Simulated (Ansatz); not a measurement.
Gas-phase electronic energies from Ansatz, PBE0-D4/def2-TZVP geometries. CCSD(T)/CBS adds triple-zeta CCSD(T) − MP2 to the extrapolated MP2 energy (def2 sets, frozen cores). This one scheme is used for every species. Functionals use def2-TZVPP. B3LYP here is the variant with VWN-RPA as its local correlation; programs differ in this. Each species was taken in one conformer, which may not be the lowest.

Reaction (isomerisation): `C/C=C\C#N` → `C=CN1C=C1`

CCSD(T)/CBS gives +3.70 eV.

Task: Another level gave +3.84 eV. Which?
A. LDA (SPW92)/def2-TZVPP
B. HF/def2-TZVPP
C. B2PLYP/def2-TZVPP
D. B3LYP-D4/def2-TZVPP

Result: C. B2PLYP 3.84, HF/def2-TZVPP 4.15, B3LYP-D4 3.75, LDA (SPW92) 3.30 eV.

Largest T1 diagnostic among the species: 0.013.

In def2-TZVPP, CCSD(T) changes the Hartree–Fock value by −0.36 eV (the triples alone add −0.05 eV) and MP2 by −0.31 eV. Leaving LDA and LC-ωPBE aside and taking each functional with its dispersion term where it has one, the values, not all of them listed here, spread over 0.35 eV, from PBE-D4 to BHLYP-D4. LDA lies −0.22 eV from PBE without D4.
